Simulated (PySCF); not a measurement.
These are PBE-D3(BJ)/def2-TZVP // PBE0-D3(BJ)/def2-SVP (PySCF 2.14.0) values and carry that method's errors. All species are isolated molecules in the gas phase. 

Reference species (SMILES): `O` (neutral, multiplicity 1).

```
Quantity         Result
-------------  --------
HOMO           -6.98 eV
dipole moment    2.05 D
```

Changed species: `N` (free base NH3; the reference has free base H2O).

**Question.** What does the change do to the HOMO and dipole moment?

**Answer.** the HOMO rises by 0.91 eV, to -6.07 eV; the dipole moment drops by 0.30 D, to 1.75 D.
